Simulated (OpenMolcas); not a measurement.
**MP2/ANO-RCC-VDZ (DKH2) run of CH2ClF (chlorofluoromethane)**

Aim: the energy change on altering one bond length of CH2ClF (chlorofluoromethane) at MP2/ANO-RCC-VDZ (DKH2), from 2 runs. 

The calculation is run with OpenMolcas 26.06.

5 further runs of the same task are left out: 5 set aside as unsound or not needed.

## Step 1: The molecule

The species is CH2ClF (5 atoms), meant as a singlet with charge 0. SMILES: `FCCl`. The coordinates come from a PBE0-D4/def2-TZVP relaxation.

Bond lengths: F1–C2 1.355 Å, C2–Cl3 1.766 Å, C2–H4 1.089 Å, C2–H5 1.089 Å. Angles: F1–C2–Cl3 110.5°, F1–C2–H4 109.3°, F1–C2–H5 109.3°, Cl3–C2–H4 107.8°, Cl3–C2–H5 107.8°, H4–C2–H5 112.3°.

## Step 2: The energy at MP2/ANO-RCC-VDZ (DKH2)

The input, mol.xyz:

```xyz
5

F     -0.970450     0.560520     0.766500
C      0.083560     0.089320     0.058070
Cl    -0.422970    -1.232890    -0.998060
H      0.832130    -0.302600     0.745580
H      0.477720     0.885670    -0.572080
```

The input, job.input:

```
&GATEWAY
Coord = mol.xyz
Basis = ANO-RCC-VDZ
Group = NoSym
&SEWARD
&SCF
PrOrbitals = 1 1
&MBPT2
Frozen = 0
```

The run is started by

```console
$ export MOLCAS_MEM=1860
$ pymolcas job.input > job.log
```

The program printed:

```text
--- Start Module: gateway ---
[...]
--- Stop Module: gateway /rc=_RC_ALL_IS_WELL_ ---
[...]
      Basis functions           35
[...]
--- Start Module: scf ---
[...]
       Convergence after  10 Iterations
[...]
::    Total SCF energy                               -599.4577273644
[...]
      Total spin, S                                     0.0000000000
[...]
      Total electronic charge=   34.000000
      Total            charge=   -0.000000
[...]
      Dipole Moment (debye):
      Origin of the operator (angstrom)=   -0.4546   -0.4531   -0.2864
                   X=  2.5351E+00               Y=  7.3029E-01               Z= -2.3281E-02           Total=  2.6383E+00
      Quadrupole Moment (debye*angstrom):
[...]
--- Stop Module: scf /rc=_RC_ALL_IS_WELL_ ---
--- Start Module: mbpt2 ---
[...]
WARNING!
Default frozen orbitals as non valence orbitals is overwritten by user input.
Default values:   7
[...]
       Reference weight ( Cref**2 )         =        0.91751
::    Total MBPT2 energy                             -599.7093810062
[...]
      Total MBPT2 calculations                           0.03      0.06
--- Stop Module: mbpt2 /rc=_RC_ALL_IS_WELL_ ---
[...]
```

Wall time 2.4 s (1 thread of Arm Neoverse V1, shared host); peak memory 0.38 GiB.

## Step 3: The distorted shape

The input, mol.xyz:

```xyz
5

F     -2.093297     1.148396    -0.264758
C     -1.039287     0.677196    -0.973188
Cl    -1.545817    -0.645014    -2.029318
H      0.832130    -0.302600     0.745580
H     -0.645127     1.473546    -1.603338
```

The input, job.input:

```
>>> EXPORT MOLCAS_PRINT=2
&gateway
coord = mol.xyz
basis = ANO-RCC-VDZ
group = NoSym
&seward
&scf
prorbitals = 1 1
&mbpt2
frozen = 0
```

The run is started by

```console
$ export MOLCAS_MEM=1860
$ pymolcas job.input > job.log
```

The program printed:

```text
--- Start Module: gateway ---
[...]
--- Stop Module: gateway /rc=_RC_ALL_IS_WELL_ ---
[...]
      Basis functions           35
[...]
--- Start Module: scf ---
[...]
       Convergence after  13 Iterations
[...]
::    Total SCF energy                               -599.2049568984
[...]
      Total spin, S                                     0.0000000000
[...]
      Total electronic charge=   34.000000
      Total            charge=   -0.000000
[...]
      Dipole Moment (debye):
      Origin of the operator (angstrom)=   -1.5608    0.1260   -1.3023
                   X=  6.8920E-01               Y=  9.7238E-01               Z= -1.6011E+00           Total=  1.9960E+00
      Quadrupole Moment (debye*angstrom):
[...]
--- Stop Module: scf /rc=_RC_ALL_IS_WELL_ ---
--- Start Module: mbpt2 ---
[...]
WARNING!
Default frozen orbitals as non valence orbitals is overwritten by user input.
Default values:   7
[...]
       Reference weight ( Cref**2 )         =        0.84194
::    Total MBPT2 energy                             -599.5180934943
[...]
      Total MBPT2 calculations                           0.05      0.05
--- Stop Module: mbpt2 /rc=_RC_ALL_IS_WELL_ ---
[...]
```

Wall time 2.4 s (1 thread of Arm Neoverse V1, shared host); peak memory 0.38 GiB.

## Step 4: Outcome

Level: MP2/ANO-RCC-VDZ (DKH2).

| quantity | value |
| --- | --- |
| first shape: total energy | -599.70938 Eh |
| first shape: dipole moment (mean-field density) | 2.64 D |
| first shape: HOMO energy (Hartree–Fock orbitals) | -12.72 eV |
| first shape: LUMO energy (Hartree–Fock orbitals) | 2.25 eV |
| first shape: HOMO–LUMO gap (Hartree–Fock orbitals) | 14.97 eV |
| first shape: correlation energy | -251.7 mEh |
| distorted shape: total energy | -599.51809 Eh |
| distorted shape: dipole moment (mean-field density) | 2.00 D |
| distorted shape: HOMO energy (Hartree–Fock orbitals) | -9.35 eV |
| distorted shape: LUMO energy (Hartree–Fock orbitals) | -2.02 eV |
| distorted shape: HOMO–LUMO gap (Hartree–Fock orbitals) | 7.32 eV |
| distorted shape: correlation energy | -313.1 mEh |
| energy change with the C2–H4 bond stretched from 1.089 to 2.723 Å | 5.205 eV |

One bond (distorted shape) is far stretched, which a spin-restricted single reference describes badly; perturbation theory on it can break down and give far too much correlation. With the C2–H4 bond stretched from 1.089 to 2.723 Å the energy rises by 5.21 eV (502 kJ/mol). The first shape isn't relaxed at this level, so the change isn't measured from a minimum. A restricted reference can't describe the breaking bond well at this length. Mulliken charges (first shape) of the mean-field density run from -0.33 on F1 to +0.13 on H4; they depend strongly on the basis.
